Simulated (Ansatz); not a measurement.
## Property card for Co3W

Method: DFT PBEsol, scalar-relativistic, plane waves, PAW (Ansatz 0.2.0).

Cutoff 420 eV; k points 12×12×12 on the computed 4-atom cell (Γ-centred); Gaussian smearing, width 0.10 eV; collinear spin from starting moments -0.25 -0.25 -0.25 0 μB.

The structure is relaxed at this level of theory with its symmetry kept. Whether it is the stable form of this composition wasn't checked.

```
CELL_PARAMETERS angstrom
3.55056 0.00000 0.00000
0.00000 3.55056 0.00000
0.00000 0.00000 3.55056
ATOMIC_POSITIONS crystal
Co 0.50000 0.50000 0.00000
Co 0.50000 0.00000 0.50000
Co 0.00000 0.50000 0.50000
W 0.00000 0.00000 0.00000
```

**Question.** Formation energy from the elements' standard states (uncorrected)?

**Answer.** -0.095 eV/atom.

**Question.** Density of states at the Fermi level?

**Answer.** 2.74 states/eV per cell.

**Question.** Löwdin character within 0.5 eV of the Fermi level?

**Answer.** Co 3d 88 %, W 5d 8 %.

**Question.** Bulk modulus?

**Answer.** 304 GPa.

**Question.** Its pressure derivative?

**Answer.** 4.5.

**Question.** Bader charges (e)?

**Answer.** Co (3 in the cell) -0.24, W (1 in the cell) 0.72.

**Question.** Total moment?

**Answer.** -0.55 μB per cell.

**Question.** Site moments (μB; atoms counted from 1 over the whole cell)?

**Answer.** Co (atom 1) -0.23, Co (atom 2) -0.23, Co (atom 3) -0.23, W (atom 4) 0.07.

Spin-orbit coupling is left out, which matters for the bands of heavy elements.

Only this magnetic start was tried.